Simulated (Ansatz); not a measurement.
A made-up structure of Al$_{2}$H$_{4}$O, singlet:

```xyz
7
angstrom
Al -1.4554 0.3036 -0.7874
O -0.0001 -0.0006 -0.0001
Al 1.4554 -0.3037 0.7874
H -1.5687 -0.0320 -2.3297
H -2.6554 0.9136 0.0446
H 1.5680 0.0313 2.3299
H 0.1829 -0.1945 0.9325
```

It is relaxed with PBE-D4/def2-SVP and then PBE0-D4/def2-TZVP (Ansatz 0.2.0). Atoms count as bonded within 1.22 times the sum of their covalent radii (H–H: 0.88 Å). The end point is not checked to be a true minimum.

Problem. Does its bonding change? (Judge from chemistry; the calculation decides.)

Solution. Computed: Yes. Formed: none; broken: Al3–H7.

Where it ends: The first stage lowers the energy by 4.90 eV in 14 steps. It ends as Al₂H₄O ([AlH][OH][AlH2]):
```xyz
7
angstrom
Al -1.4838 0.2991 -0.7262
O -0.2272 0.1268 0.4595
Al 1.7617 -0.5639 0.2826
H -1.1186 -0.1151 -2.1917
H -2.8473 0.8575 -0.1674
H 1.7847 -0.2383 1.9332
H -0.3427 0.3516 1.3871
```

Labels in which every atom is bracketed show which atoms are joined, not bond orders.

For scale, one of the runs: PBE0-D4/def2-TZVP relaxation, 129 basis functions, launched by `ansatz run in.yaml --threads 2 --pin off --events-out ev --progress --plain --max-ram 4352MiB`. Hardware: 2 CPU threads of an Arm Neoverse V1, shared host. Wall time about 34 s.
